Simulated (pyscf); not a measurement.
H₃Si–Si(SiH₃)(SiH₃)–Cl (SMILES [SiH3][Si]([SiH3])([SiH3])Cl) + F–C:–F (SMILES F[C]F) [singlet] -> F–C(F)(SiH₃)–Si(SiH₃)(SiH₃)–Cl (SMILES FC(F)([SiH3])[Si]([SiH3])([SiH3])Cl), an insertion (singlet surface; Si–Si broken, C–Si, C–Si formed). PySCF, gas phase, ωB97X-D3(BJ)/def2-SVP geometries. Energies in eV from the separated reactants.

AM1 to PM7: differences of heats of formation from MOPAC, which are fitted to 298 K values and so differ in kind from electronic energies by zero-point and thermal terms. 

Question: Quick AM1 single points give ΔE‡ = 1.63 eV and ΔE = -1.10 eV. What does ωB97M-D3(BJ)/def2-TZVP give, and how far is the quick result from it?

Answer: ωB97M-D3(BJ)/def2-TZVP gives ΔE‡ = 0.55 eV and ΔE = -2.10 eV. AM1 lies 1.07 eV over it in the barrier and 1.00 eV over it in the reaction energy, so on this step it does not hold to within 0.13 eV. ωB97M-D3(BJ)/def2-TZVP has limits of its own. On the product side the descent ends in a point that may be a rotor saddle (no frequency run), 0.05 eV over the lowest minimum found and 2.55 eV under the saddle at ωB97X-D3(BJ)/def2-TZVP. One saddle was located; it need not be the lowest between these sides.
